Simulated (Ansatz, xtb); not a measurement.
## Worked example: C4H10 + C3H6S → C4H10S + C3H6

Species: C4H10 (isobutane) `CC(C)C`, singlet; C3H6S `C=CCS`, singlet; C4H10S (isobutyl mercaptan) `CC(C)CS`, singlet; C3H6 (propene) `C=CC`, singlet. The partners trade H for SH; both sit on C, so the bond types are kept.

Shapes, held fixed at every level: PBE0-D4/def2-TZVP. Flexible molecules stand in one conformer, not always the lowest. Programs: Ansatz 0.2.0, xtb 6.7.1, xtb 6.7.1 later snapshot. Electronic energies: no zero-point or thermal term.

At CCSD(T)/CBS estimate; 1 Eh = 2625.50 kJ/mol:

```
species  energy (Eh)
  C4H10  -158.243972
  C3H6S  -515.515641
 C4H10S  -556.014459
   C3H6  -117.746103
```

Problem. Work out ΔE of the reaction at this level.

Solution. 
1. Products less reactants: (-556.014459) + (-117.746103) − [(-158.243972) + (-515.515641)] = -0.000949 Eh = -2.5 kJ/mol.

Other levels give -2.5 (wB97M-V/def2-TZVPP) to +0.8 kJ/mol (HF/def2-TZVPP). No measured value is set beside it here. The CBS estimate extrapolates MP2 from def2-TZVPP and def2-QZVPP and adds CCSD(T) − MP2 in the triple-zeta set, cores frozen.
